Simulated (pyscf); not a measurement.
Thermochemistry of product channels of ethane (H₃C–CH₃) + O atom (O) [triplet] on the triplet surface, in kcal/mol, from CCSD(T)/def2-TZVPP + ΔMP2(QZVPP) energies (ideal gas, 1 atm, RRHO with modes under 100 cm⁻¹ raised to 100, one conformer, R ln 2 for rigid chiral ones). Single points on ωB97X-D3(BJ)/def2-SVP structures (PySCF, gas phase). MP2 and CC: frozen core, UHF for open shells. ΔMP2 is the change of the MP2 total energy from the triple- to the quadruple-zeta basis.

```json
[
 {"products": "methylene (CH₂) [triplet] + methanol (H₃C–OH)", "ΔE": "+9.9", "ΔH(298 K)": "+7.0", "ΔG(298 K)": "+3.2", "ΔG(900 K)": "?"},
 {"products": "methoxy (H₃C–O•) + methyl (CH₃•)", "ΔE": "+6.2", "ΔH(298 K)": "+1.7", "ΔG(298 K)": "-2.0", "ΔG(900 K)": "-10.0"},
 {"products": "ethyl (•H₂C–CH₃) + hydroxyl (OH•)", "ΔE": "+2.9", "ΔH(298 K)": "-0.6", "ΔG(298 K)": "-4.5", "ΔG(900 K)": "?"},
 {"products": "hydroxymethyl (•H₂C–OH) + methyl (CH₃•)", "ΔE": "-3.3", "ΔH(298 K)": "-7.1", "ΔG(298 K)": "-11.1", "ΔG(900 K)": "-19.8"}
]
```

Task: Fill in the missing entries.

Result: 
- methylene (CH₂) [triplet] + methanol (H₃C–OH), ΔG(900 K): -4.7
- ethyl (•H₂C–CH₃) + hydroxyl (OH•), ΔG(900 K): -13.2

The channel to CH₂ [triplet] + H₃C–OH turns favourable between 298 and 1200 K (ΔG from +3.2 kcal/mol to -8.5 kcal/mol).

These are energies of the channels, which say nothing of barriers. The CCSD(T) − MP2 part came from Ansatz, without density fitting, on the same reference. Left out: orbital degeneracy and the spin-orbit lowering of OH, O. The orbital near-degeneracy of the XH₃O or XH₃S radical is left out.
